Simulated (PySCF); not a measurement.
**Spin–spin coupling constants**

Geometry:
```tsv
atom	x (Å)	y (Å)	z (Å)
F1	-1.426	2.215	-0.246
C2	-0.619	1.146	-0.124
C3	0.677	1.174	0.125
C4	1.229	-0.219	0.161
C5	-0.024	-1.120	0.162
C6	-1.186	-0.228	-0.304
H7	1.286	2.048	0.263
H8	1.852	-0.399	-0.719
H9	1.852	-0.386	1.041
H10	0.102	-1.990	-0.479
H11	-0.217	-1.475	1.174
H12	-1.437	-0.393	-1.355
H13	-2.094	-0.372	0.282
```

Couplings: B3LYP/pcJ-1 (spin–dipole term only in couplings to heteroatoms) in PySCF 2.14.0 with density-fitted response routines, geometry GFN2-xTB; gas phase, one conformer, non-relativistic. Couplings are averaged over pairs made equivalent by symmetry, fast rotation or ring inversion, so a value needn't be that of the named pair in this geometry, while other rotamers aren't included; one pair stands for each set, and the list holds a selection of those of at least 1.5 Hz over up to four bonds. One-bond C–F couplings come out tens of Hz too large with common functionals.

Isotopes: 19F, 13C, 1H.

```csv
pair,bonds,J (Hz)
"F1, C2",1,?
"C2, C3",1,?
"C2, C6",1,51.2
"C3, C4",1,43.4
"C3, H7",1,?
"C4, C5",1,32.0
"C4, H8",1,137.0
"C5, C6",1,34.6
"C5, H10",1,136.8
"C6, H12",1,137.5
"F1, C3",2,9.2
"F1, C6",2,18.0
"C2, C4",2,13.6
"C2, C5",2,7.3
"C3, H8",2,-6.5
"C4, H7",2,5.8
"H8, H9",2,?
"H10, H11",2,?
"H12, H13",2,-17.0
"F1, C4",3,5.5
"C2, H8",3,?
"C3, H10",3,?
"H8, H11",3,5.1
"F1, H8",4,6.0
"H8, H12",4,2.5
"H8, H13",4,?
```

Problem. Estimate the withheld couplings, with signs.

Solution. 
- 1J(F1,C2) = -347.5 Hz (bond length 1.344 Å)
- 1J(C2,C3) = 95.2 Hz (bond length 1.320 Å)
- 1J(C3,H7) = 171.8 Hz (bond length 1.074 Å, sp2 carbon)
- 2J(H8,H9) = -16.3 Hz (angle at C4 107°)
- 2J(H10,H11) = -13.6 Hz (angle at C5 108°)
- 3J(C2,H8) = 7.5 Hz (mean over equivalent pairs that range from 6.4 to 8.7 Hz in this conformer)
- 3J(C3,H10) = 2.3 Hz (mean over equivalent pairs that range from 0.2 to 4.3 Hz in this conformer)
- 4J(H8,H13) = 4.1 Hz
